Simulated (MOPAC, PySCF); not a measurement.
Stepwise substitution at one centre (Si Cl-OH). Gas-phase values, no solvent. One relaxed conformer stands for each flexible species; it need not be the lowest. Strings in code marks are SMILES.

Quantity: redistribution energy (mixed species minus the weighted end members), in kJ/mol. Semi-empirical values (MOPAC) are differences of heats of formation.

Level 1: B3LYP/6-311+G** // PBE-D3(BJ)/def2-TZVP (PySCF)
Level 2: BP86/6-31G* // PBE-D3(BJ)/def2-TZVP (PySCF)
Level 3: PBE/6-31G* // PBE-D3(BJ)/def2-TZVP (PySCF)
Level 4: PM7 // PBE-D3(BJ)/def2-TZVP (MOPAC)

```
species                                                                                       level 1  level 2  level 3  level 4
--------------------------------------------------------------------------------------------  -------  -------  -------  -------
3 of 4 Cl replaced by OH: `Cl[Si](O)(O)O`                                                       -3.40    -5.77    -5.78   -18.06
2 of 4 Cl replaced by OH: `Cl[Si](O)(O)Cl` (H–O–Si–Cl torsion -76°, Cl–Si–O–H torsion -174°)    -3.05    -7.46    -7.62   -27.81
1 of 4 Cl replaced by OH: `Cl[Si](Cl)(O)Cl`                                                     -1.29    -4.94    -5.10   -21.14
```
